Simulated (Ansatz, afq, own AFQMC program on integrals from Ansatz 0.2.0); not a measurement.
# SiH4, triplet: AFQMC among the cluster methods

```xyz
5

Si    0.0004   -0.0401   -0.0398
H    -0.0247    2.3220    2.3059
H    -0.0161   -1.1177    1.0452
H     0.0169    1.0376   -1.1248
H     0.0120   -1.1252   -1.1174
```

Basis 6-31G. Only valence electrons are correlated. Ansatz 0.2.0 and our own AFQMC program on the same integrals; the CISD trial comes from CCSD amplitudes, and released means the phaseless constraint is let go. ± is one standard error of the sampling.

Determinant: UHF, the one that the program's search chose, which needn't be the lowest solution. The geometry is a point of a scan.

Full CI on the same integrals is exact in this basis and with this determinant's frozen core.

Cautions: lower spins were not checked; unrestricted determinant slightly spin contaminated (⟨S²⟩ 2.07 against 2.00).

```
T1 diagnostic                               : 0.0232
weight of the determinant in the CISD state : 0.917
⟨S²⟩ of the determinant                     : 2.073
size of the correlated space                : 8 electrons in 16 orbitals
```

```csv
level,correlation energy (eV)
MP2,-1.4173
CCSD,-2.1410
CCSD(T),-2.1649
```

Estimate where full CI lies against CCSD(T) on the same integrals.

1.2 kJ/mol below CCSD(T).

Reference: full CI, correlation energy -2.177 eV. The released energy is read at 2.40 1/Eh (meV from the phaseless value at times in 1/Eh: -0.4 ± 0.7 at 0.24, -0.4 ± 0.7 at 0.51, -0.9 ± 0.6 at 0.99, -1.9 ± 0.5 at 1.62, -1.5 ± 0.4 at 2.40).

```csv
level,E − E(reference) (kJ/mol),share of correlation (%)
CCSD(T),1.2,99.44
CCSDT,0.1,99.95
CCSDT(Q),0.0,99.99
CCSDTQ,0.0,100.00
ph-AFQMC/CISD,0.2 ± 0.07,99.91
released AFQMC,0.0 ± 0.04,99.98
```

CCSDT and higher add their correlation energy to the determinant of the CCSD(T) run, since their own runs factorise the integrals more tightly (a shift of under 2 meV). A walk keeps the symmetry of its determinant, which the program's search chose and which needn't be the lowest solution, so a lower state of the same spin and another symmetry isn't excluded. Released energies are given only where the last usable release times agree within the noise; a slower fall can still hide under it.
